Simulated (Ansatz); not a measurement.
## Relative stability

Two relaxed structures of B2SiH6, closed shell (PBE0-D4/def2-TZVP; forces vanish, vibrations not checked).

A:

```tsv
atom	x (Å)	y (Å)	z (Å)
B1	-1.1106	0.8950	-0.9925
B2	-0.0524	0.8372	0.2173
Si3	0.7945	-0.9609	0.6047
H4	-2.2751	0.6531	-0.8259
H5	-0.7661	1.0802	-2.1279
H6	0.3086	1.7285	0.9301
H7	0.3394	-2.0678	-0.2786
H8	2.2720	-0.8288	0.4583
H9	0.4897	-1.3364	2.0144
```

B:

```xyz
9
angstrom
B -0.9450 1.2578 -1.2318
B -0.2366 0.2495 -0.4335
Si 0.7089 -1.1290 0.6230
H -1.5625 0.2498 -0.5586
H -1.5823 1.9405 -1.9478
H -0.2202 0.2374 -1.7650
H 0.2715 -2.5090 0.2807
H 2.1700 -1.0256 0.3684
H 0.4572 -0.9057 2.0710
```

Ansatz 0.2.0; basis: def2-TZVPP; cores frozen in the correlated methods. B3LYP uses VWN-RPA correlation.

(1) Which structure is lower at CCSD(T), and by how much? (An estimate is asked for; the value comes from the calculation.)

(2) Do the other methods give the same order? (A judgement: the text doesn't fix the answer.)

T1 diagnostic: at most 0.015.

## Answers

(1) The calculation gives: B, by 0.147 eV (electronic energy, against the other). By their contacts, A is B₂SiH₆ ([BH2][BH][SiH3]) and B is B₂SiH₆ ([SiH3][B]12[H][BH]1[H]2).

(2) Computed: Not all: B3LYP-D4, HF give the other order.

```
   method  E(B) − E(A) (eV)
   PBE-D4            -0.254
r2SCAN-D4            -0.181
  PBE0-D4            -0.203
 B3LYP-D4             0.022
  wB97M-V            -0.150
       HF             0.509
      MP2            -0.272
     CCSD            -0.045
  CCSD(T)            -0.147
```

Labels in which every atom is bracketed show which atoms are joined, not bond orders.

For scale, one of the runs: CCSD(T)/def2-TZVPP, 188 basis functions, launched by `ansatz run in.yaml --threads 2 --pin off --events-out ev --progress --plain --max-ram 4352MiB`. Time: 21 s of wall clock on 2 CPU threads of an Arm Neoverse V2; the host was shared. Peak host memory: 1.9 GiB.
